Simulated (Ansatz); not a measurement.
**Disilane (Si₂H₆): taking an electron away**

One table from this session's results is given with a row withheld; the runs are named, their logs left out.

The runs use Ansatz 0.2.0, Gaussian basis; unrestricted cation, the program's frozen cores in correlated methods.

Plan: UKS PBE-D4/def2-TZVPP; UKS r2SCAN-D4/def2-TZVPP; UKS PBE0-D4/def2-TZVPP; UKS B3LYP-D4/def2-TZVPP; UKS wB97X-V/def2-TZVPP; UKS wB97M-V/def2-TZVPP; UKS B2PLYP/def2-TZVPP; UHF-CCSD(T)/def2-TZVPP; UHF-MP2/def2-QZVPP; extrapolation to the limit; then −ε(HOMO) from the neutral's earlier runs with LDA (SPW92), PBE-D4, revPBE-D4, BLYP-D4, r2SCAN-D4, B97M-V, PBE0-D4, B3LYP-D4, r2SCANh-D4, r2SCAN0-D4, HSE06-D4, BHLYP-D4, CAM-B3LYP-D4, LC-ωPBE, ωB97X-V, ωB97M-V.

## The geometry

The geometry comes from an earlier relaxation with PBE0-D4 in a triple-zeta def2 set; it is a stationary point, not always the lowest conformer.

8 atoms, charge 0, spin multiplicity 1.

Atoms are counted from 1 here; the program's logs count them from 0.

Bond lengths: Si1–Si2 2.339 Å, Si1–H3 1.488 Å, Si1–H4 1.488 Å, Si1–H5 1.488 Å, Si2–H6 1.488 Å, Si2–H7 1.488 Å, Si2–H8 1.488 Å. Angles: Si2–Si1–H3 110.3°, Si2–Si1–H4 110.3°, Si2–Si1–H5 110.3°, H3–Si1–H4 108.7°, H3–Si1–H5 108.7°, H4–Si1–H5 108.7°, Si1–Si2–H6 110.3°, Si1–Si2–H7 110.3°, Si1–Si2–H8 110.3°, H6–Si2–H7 108.7°, H6–Si2–H8 108.7°, H7–Si2–H8 108.7°.

Set-up of the first run:

Input file in.yaml:

```yaml
crystal:
  periodic: [false, false, false]
  atoms:
    - {symbol: Si, position_ang: [-0.340494, 0.490198, -1.004948]}
    - {symbol: Si, position_ang: [0.363520, -0.504446, 0.990999]}
    - {symbol: H, position_ang: [0.833867, 0.948192, -1.794945]}
    - {symbol: H, position_ang: [-1.112933, -0.483915, -1.821908]}
    - {symbol: H, position_ang: [-1.208011, 1.664091, -0.717949]}
    - {symbol: H, position_ang: [1.139019, 0.468588, 1.806340]}
    - {symbol: H, position_ang: [1.228114, -1.680486, 0.703963]}
    - {symbol: H, position_ang: [-0.810979, -0.959222, 1.782649]}
basis:
  gaussian: {orbitals: def2-TZVPP}
total_charge: 1
magnetization: {spin_polarized: true, initial_magnetization: 1}
hamiltonian: {xc: pbe, dispersion: d4}
```

Steps of the session up to this table: Cation, UKS PBE-D4/def2-TZVPP; Cation, UKS r2SCAN-D4/def2-TZVPP; Cation, UKS PBE0-D4/def2-TZVPP; Cation, UKS B3LYP-D4/def2-TZVPP; Cation, UKS wB97X-V/def2-TZVPP; Cation, UKS wB97M-V/def2-TZVPP; Cation, UKS B2PLYP (frozen core)/def2-TZVPP; Cation, UHF-CCSD(T)/def2-TZVPP; Cation, UHF-MP2/def2-QZVPP.

One table of the session follows, with a row left open; its other results are not shown here.

It belongs to the step «Ionisation energies side by side». For comparison, −ε(HOMO) of the neutral from earlier runs:

```
  functional  −ε(HOMO) (eV)
 LDA (SPW92)           7.34
      PBE-D4           7.27
   revPBE-D4           7.24
     BLYP-D4           7.13
   r2SCAN-D4           7.53
      B97M-V           7.67
     PBE0-D4           8.39
    B3LYP-D4              ?
  r2SCANh-D4           7.94
  r2SCAN0-D4           8.56
    HSE06-D4           7.99
    BHLYP-D4           9.41
CAM-B3LYP-D4           9.68
     LC-ωPBE          11.01
     ωB97X-V          10.68
     ωB97M-V          10.43
```

**Question.** Estimate the row for B3LYP-D4.

Worked estimate for «−ε(HOMO) (eV)». Against the share of exact exchange, BLYP-D4 (0, 7.13), BHLYP-D4 (0.5, 9.41) give a slope of 4.56 per unit share; at 0.2 the line stands at 8.04.

The run gave: −ε(HOMO) (eV): 8.19. In «−ε(HOMO) (eV)» the line misses by -0.15.
